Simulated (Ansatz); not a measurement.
## TiCo (Pm-3m)

These are results of DFT r2SCAN, scalar-relativistic, plane waves, PAW in Ansatz, not measurements.

Settings: cutoff 500 eV, Γ-centred mesh 14×14×14 on the computed 2-atom cell, Gaussian smearing of 0.10 eV; collinear spin from starting moments -0.3 1.55 μB.

The structure is relaxed at this level of theory with its symmetry kept. Whether it is the stable form of this composition wasn't checked.

```
Ti Co
1.0
     2.98852    0.00000    0.00000
     0.00000    2.98852    0.00000
     0.00000    0.00000    2.98852
Ti Co
1 1
Direct
  0.00000 0.00000 0.00000
  0.50000 0.50000 0.50000
```

```
Space group                                                       : Pm-3m (No. 221)
Volume per atom                                                   : 13.35 Å³
Formation energy from the elements' standard states (uncorrected) : -0.433 eV/atom
Generalised Kohn–Sham band gap                                    : none (metal)
Density of states at the Fermi level                              : 1.14 states/eV per cell
Löwdin character within 0.5 eV of the Fermi level                 : Ti 3d 70 %, Co 3d 16 %, unprojected 9 %
Bulk modulus                                                      : 163 GPa
Its pressure derivative                                           : 4.5
Bader charges (e)                                                 : Ti (1 in the cell) 1.32, Co (1 in the cell) -1.32
Total moment                                                      : 0.89 μB per cell
Site moments (μB; atoms counted from 1 over the whole cell)       : Ti (atom 1) -0.27, Co (atom 2) 1.41
```

The state reached may not be the lowest one.

Only this magnetic start was tried.

Cost: 6 runs of about 2.2 core-minutes in all, on Intel Xeon 6975P-C (Granite Rapids) (shared hosts).